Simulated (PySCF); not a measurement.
**Energy of C (carbon, neutral) between two integer charges**

The 2p alpha orbital of [He] 2s2 2p2 is emptied in steps (occupation f), with all orbitals relaxed, ending at [He] 2s2 2p1. All numbers are calculated (PySCF 2.14, the non-relativistic Hamiltonian (point nucleus), in aug-cc-pVTZ). The exact energy is a straight line in f; departures are measured from the line between the end points of the same method.

```csv
f,UHF (eV),LDA (eV),PBE (eV),PBE0 (eV),r2SCAN (eV),LC-wPBE (eV),BHandHLYP (eV),wB97X (eV),MN15 (eV),B3LYP (eV)
1,0.000,0.000,0.000,0.000,0.000,0.000,0.000,0.000,0.000,0.000
0.8,0.175,-0.903,-0.881,-0.623,-0.819,-0.162,-0.367,-0.207,-0.505,-0.679
0.6,0.252,-1.372,-1.334,-0.939,-1.229,-0.244,-0.553,-0.311,-0.761,-1.026
0.4,0.242,-1.386,-1.343,-0.942,-1.223,-0.244,-0.555,-0.307,-0.762,-1.030
0.2,0.156,-0.932,-0.898,-0.628,-0.806,-0.160,-0.371,-0.199,-0.505,-0.687
0,0.000,0.000,0.000,0.000,0.000,0.000,0.000,0.000,0.000,0.000
```

Q: For r2SCAN, how does the orbital energy at f = 1 compare with the removal energy?

A: −ε = 6.576 eV against a total-energy difference of 11.672 eV. By Janak's theorem ε = ∂E/∂f, so the gap between them reflects the curvature. Along the path −ε is 8.590 (f = 0.8), 10.659 (f = 0.6), 12.742 (f = 0.4), 14.757 (f = 0.2) eV.

| method | E(f=0) − E(f=1) (eV) | −ε at f=1 (eV) | −ε at f=0.4 (eV) |
| --- | --- | --- | --- |
| UHF | 10.799 | 11.941 | 10.552 |
| LDA | 11.690 | 6.129 | 12.778 |
| PBE | 11.541 | 6.099 | 12.627 |
| PBE0 | 11.514 | 7.652 | 12.292 |
| r2SCAN | 11.672 | 6.576 | 12.742 |
| LC-wPBE | 11.678 | 10.681 | 11.891 |
| BHandHLYP | 11.348 | 9.074 | 11.805 |
| wB97X | 11.390 | 10.113 | 11.676 |
| MN15 | 11.324 | 8.188 | 11.967 |
| B3LYP | 11.540 | 7.331 | 12.384 |

Reference removal energy between the ground levels: 11.260 eV (measured; NIST Atomic Spectra Database, ionization energies). The calculation has no spin-orbit coupling. UHF lacks correlation.
